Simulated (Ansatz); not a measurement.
# C₃H₇FO₂: one species, many methods

The task here is to estimate one member of a computed series from the others.

Program: Ansatz 0.2.0, Gaussian basis. Level of theory: functionals in def2-TZVPP, the program's frozen cores in correlated methods. These are calculated values, not measurements.

Levels to be run: PBE-D4, r2SCAN-D4, PBE0-D4, B3LYP-D4, ωB97X-V, ωB97M-V, B2PLYP; CCSD(T)/def2-TZVPP; MP2/def2-QZVPP; extrapolation to the limit.

### Structure used throughout

All runs share one geometry, relaxed beforehand with PBE0-D4 in a triple-zeta def2 set.

13 atoms, charge 0, spin multiplicity 1.

Atoms are counted from 1 here; the program's logs count them from 0.

Bond lengths: O1–C2 1.418 Å, O1–H7 0.959 Å, C2–C3 1.514 Å, C2–H8 1.095 Å, C2–H9 1.098 Å, C3–O4 1.405 Å, C3–C5 1.506 Å, C3–H10 1.104 Å, O4–H11 0.964 Å, C5–F6 1.382 Å, C5–H12 1.093 Å, C5–H13 1.095 Å. Angles: C2–O1–H7 109.1°, O1–C2–C3 106.4°, O1–C2–H8 111.2°, O1–C2–H9 111.2°, C3–C2–H8 109.0°, C3–C2–H9 110.0°, H8–C2–H9 108.9°, C2–C3–O4 110.6°, C2–C3–C5 112.3°, C2–C3–H10 108.1°, O4–C3–C5 109.1°, O4–C3–H10 110.3°, C5–C3–H10 106.4°, C3–O4–H11 106.2°, C3–C5–F6 111.6°, C3–C5–H12 109.6°, C3–C5–H13 110.2°, F6–C5–H12 108.0° and more.

Coordinates:

```xyz
13
C3H7FO2
O    -0.1973   -2.0809   -0.1151
C    -0.5239   -0.7995    0.3955
C     0.5186    0.1549   -0.1483
O     0.5439    0.1101   -1.5525
C     0.2814    1.5746    0.2944
F    -1.0135    1.9798    0.0320
H    -0.9637   -2.6522   -0.0414
H    -1.5140   -0.4780    0.0566
H    -0.5034   -0.7929    1.4932
H     1.4996   -0.1399    0.2624
H     0.4829   -0.8216   -1.7924
H     0.9595    2.2433   -0.2417
H     0.4504    1.6675    1.3719
```

Set-up of the first run:

Input file in.yaml:

```yaml
crystal:
  periodic: [false, false, false]
  atoms:
    - {symbol: O, position_ang: [-0.197275, -2.080943, -0.115061]}
    - {symbol: C, position_ang: [-0.523945, -0.799495, 0.395515]}
    - {symbol: C, position_ang: [0.518624, 0.154917, -0.148303]}
    - {symbol: O, position_ang: [0.543871, 0.110115, -1.552457]}
    - {symbol: C, position_ang: [0.281384, 1.574593, 0.294363]}
    - {symbol: F, position_ang: [-1.013509, 1.979849, 0.031962]}
    - {symbol: H, position_ang: [-0.963745, -2.652237, -0.041382]}
    - {symbol: H, position_ang: [-1.513994, -0.478019, 0.056596]}
    - {symbol: H, position_ang: [-0.503370, -0.792850, 1.493183]}
    - {symbol: H, position_ang: [1.499633, -0.139865, 0.262448]}
    - {symbol: H, position_ang: [0.482861, -0.821619, -1.792372]}
    - {symbol: H, position_ang: [0.959465, 2.243304, -0.241704]}
    - {symbol: H, position_ang: [0.450401, 1.667452, 1.371913]}
basis:
  gaussian: {orbitals: def2-TZVPP}
hamiltonian: {xc: pbe, dispersion: d4}
output: {forces: true, orbitals: {seedname: orbitals}}
```

Started as:

```bash
$ ansatz run in.yaml --threads 2 --pin off --events-out ev --progress --plain --max-ram 22528MiB --backend cuda --devices 0, --max-vram 18GiB
```

Among the steps run: PBE-D4 (GGA); r2SCAN-D4 (meta-GGA); PBE0-D4 (hybrid); B3LYP-D4 (hybrid); ωB97X-V (range-separated); ωB97M-V (range-separated); B2PLYP (double hybrid); CCSD(T) in def2-TZVPP; MP2 in def2-QZVPP.

One of the session's tables, all rows but one given; the rest of the session is left out.

```
            method  atomisation energy (eV)
            PBE-D4                   54.030
         r2SCAN-D4                   52.683
           PBE0-D4                   52.734
          B3LYP-D4                        ?
           ωB97X-V                   52.676
           ωB97M-V                   52.758
            B2PLYP                   51.998
     HF/def2-TZVPP                   37.142
    MP2/def2-TZVPP                   52.450
   CCSD/def2-TZVPP                   50.458
CCSD(T)/def2-TZVPP                   51.289
           MP2/CBS                   53.839
       CCSD(T)/CBS                   52.677
```

Estimate the missing values for B3LYP-D4.

**Answer.** atomisation energy (eV): 52.440. In the column «atomisation energy (eV)» it lies between B2PLYP (51.998) and MP2/def2-TZVPP (52.450).

Caveats from the session: Free atoms (2 O, 3 C, 1 F, 7 H) were run apart at each level; the atomisation energy is their sum less the molecule, without zero-point or spin-orbit terms.
